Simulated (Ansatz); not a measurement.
Input file for C$_{3}$H$_{5}$ClS (`CC(=S)CCl`):

```yaml
crystal:
  periodic: [false, false, false]
  atoms:
    - {symbol: C, position_ang: [-0.778794, -1.018143, 0.162282]}
    - {symbol: C, position_ang: [0.544926, -0.361987, -0.008114]}
    - {symbol: S, position_ang: [1.947727, -1.165185, -0.051675]}
    - {symbol: C, position_ang: [0.563650, 1.137006, -0.073579]}
    - {symbol: Cl, position_ang: [-0.744443, 1.830597, -1.072906]}
    - {symbol: H, position_ang: [-1.359755, -0.515822, 0.943093]}
    - {symbol: H, position_ang: [-0.662361, -2.073582, 0.395859]}
    - {symbol: H, position_ang: [-1.359254, -0.911180, -0.759562]}
    - {symbol: H, position_ang: [0.420855, 1.533232, 0.935906]}
    - {symbol: H, position_ang: [1.510551, 1.493963, -0.468204]}
basis:
  gaussian: {orbitals: def2-SVP}
correlation: {method: ccsd_t}
```

```sh
$ ansatz run in.yaml --threads 4 --pin off --events-out ev --progress --plain --max-ram 10444MiB
```

Log, shortened:

```
Functional definition: HF
1015 factors; integrals over basis functions are off by at most 1.4e-3 eV
mean field evaluation 1: about -26479.1392 eV, gradient 2.4e1 eV
mean field evaluation 2: about -26479.1470 eV, gradient 2.4e1 eV
mean field evaluation 4: about -26481.1031 eV, gradient 4.1e0 eV
mean field evaluation 8: about -26481.1616 eV, gradient 8.2e-4 eV
mean field -26481.16161329 eV, -973.1647397124 hartree, gradient 2.4e-6 eV, S^2 0.000000; 0 other end points of the search recorded, 0 dependent functions left out; unrestricted orbitals would lower it
13 core orbitals not correlated: weight in the atoms' cores, before any rotation towards them, 1.000 or more for the frozen orbitals, at most 0.000 for the correlated occupied ones
reference -26481.16161329 eV, -973.1647397124 hartree; 15, 15 occupied and 75, 75 virtual orbitals, 1015 factors
second order -18.45763302 eV of doubles, -0.00000000 eV of singles
cycle   1  -19.26876548 eV  change   -8.1e-1 eV  update   1.1e-1
cycle   2  -19.78967138 eV  change   -5.2e-1 eV  update   3.4e-2
cycle   3  -19.92344310 eV  change   -1.3e-1 eV  update   1.9e-2
cycle   4  -19.91998196 eV  change    3.5e-3 eV  update   6.1e-3
cycle   5  -19.92024779 eV  change   -2.7e-4 eV  update   2.7e-3
cycle   6  -19.91993087 eV  change    3.2e-4 eV  update   7.9e-4
cycle   7  -19.91968305 eV  change    2.5e-4 eV  update   2.7e-4
cycle   8  -19.91974919 eV  change   -6.6e-5 eV  update   1.0e-4
cycle   9  -19.91977197 eV  change   -2.3e-5 eV  update   3.5e-5
perturbative correction -0.68481441 eV, -0.0251664654 hartree
Total energy: -26501.76619968 eV, -973.9219442958 hartree
```

Hardware: 4 threads of an Arm Neoverse V1 on a shared host. Wall time 6 s, peak host memory 0.44 GiB.

The correlation energy is -20.605 eV, 3.3 % of it from (T); the T1 diagnostic reads 0.0138.
